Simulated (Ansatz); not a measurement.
A nudged elastic band was laid between two geometries of BFH2 + H2 (6 atoms, charge 0, multiplicity 1).

Computed with Ansatz, RKS B3LYP-D4/def2-SVP.

```
movable images  : 7
climbing image  : yes
spring          : 5.0 eV/Å²
optimiser       : quadratic models (default)
start path      : through a guess of the saddle point
force threshold : 0.05 eV/Å
iteration limit : 60
end points      : relaxed
```

Image 0:

```xyz
6
Properties=species:S:1:pos:R:3
B -0.010 0.459 0.024
F -0.021 0.950 1.249
H 1.062 0.290 -0.506
H -1.071 0.222 -0.499
H 0.078 -2.372 0.647
H 0.074 -2.075 1.347
```

Image 8:

```xyz
6
Properties=species:S:1:pos:R:3
B 0.014 -0.353 -0.249
F 0.012 -0.051 1.697
H 1.038 0.223 -0.516
H -1.045 0.160 -0.508
H 0.051 -1.558 -0.111
H 0.041 -0.948 1.951
```

(1) Which bonds break or form, and what moves?

(2) What energy profile does the band end with?

(3) What is the geometry of the highest image?

(4) What are the harmonic wavenumbers there?

Answers

(1) Bonds broken: B1–F2, H5–H6. Bonds formed: B1–H5, F2–H6. BFH2 + H2 becomes BH3 + FH.

(2) The run converged. The highest image is number 6 of 0 to 8, 39.4 kcal/mol above the first end and 9.1 kcal/mol above the last; the last end lies 30.4 kcal/mol above the first. A vibrational analysis at the climbing image gives one clearly imaginary mode, 1139i cm⁻¹: a first-order saddle point. The orbitals stay closed-shell, which can raise the energy where a bond breaks towards radicals; this wasn't checked here.

```
image  path coordinate (Å)  energy (kcal/mol)  B1–F2 (Å)  H5–H6 (Å)  B1–H5 (Å)
    0                 0.00                0.0       1.32       0.76       2.90
    1                 0.34                0.2       1.32       0.76       2.61
    2                 0.67                1.1       1.32       0.76       2.29
    3                 1.01                3.8       1.33       0.76       2.01
    4                 1.35               10.9       1.36       0.77       1.72
    5                 1.69               26.6       1.47       0.85       1.47
    6                 2.02               39.4       1.64       1.08       1.32
    7                 2.48               32.2       1.90       1.57       1.23
    8                 2.94               30.4       1.97       2.15       1.21
```

(3) 
```xyz
6
Properties=species:S:1:pos:R:3
B 0.011 -0.224 0.020
F 0.013 0.050 1.634
H 1.057 0.122 -0.456
H -1.058 0.064 -0.443
H 0.048 -1.518 0.278
H 0.040 -1.020 1.231
```

(4) 1139i, 713, 825, 922, 1100, 1140, 1175, 1449, 1989, 2261, 2604, 2721 cm⁻¹.

Time of the run: 98 s on 1 thread of Arm Neoverse V1, on a shared host, peak memory 0.092 GiB.
